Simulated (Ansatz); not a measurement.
```yaml
crystal:
  periodic: [false, false, false]
  atoms:
    - {symbol: Hf, position_ang: [0.000000, 0.000000, 0.000000]}
    - {symbol: C, position_ang: [0.000000, 0.000000, 2.210000]}
basis:
  gaussian: {orbitals: def2-TZVP}
hamiltonian: {xc: pbe0}
relax: {f_tol: 0.004, max_steps: 80}
```

```sh
$ ansatz run in.yaml --threads 1 --pin off --events-out ev --progress --plain --max-ram 2176MiB
```

Steps of the relaxation (energy above the last step; positions in Å, forces in eV/Å):

```
2
step 1, 1171.1 meV
Hf    0.000    0.000    0.000    0.000    0.000    5.284
C     0.000    0.000    2.210    0.000    0.000   -5.284
```

```
2
step 2, 33.4 meV
Hf    0.000    0.000    0.195    0.000    0.000   -1.527
C     0.000    0.000    2.015    0.000    0.000    1.527
```

```
2
step 3, 0.8 meV
Hf    0.000    0.000    0.169    0.000    0.000    0.217
C     0.000    0.000    2.041    0.000    0.000   -0.217
```

```
2
step 4, 0.0 meV
Hf    0.000    0.000    0.172    0.000    0.000   -0.001
C     0.000    0.000    2.038    0.000    0.000    0.001
```

Close pairs at the end: Hf1–C2 1.865 Å.

A stationary point of restricted PBE0 after 4 steps (its stability towards spin polarisation wasn't tested). 5.5 s on 1 thread of Intel Xeon 6975P-C, shared host.
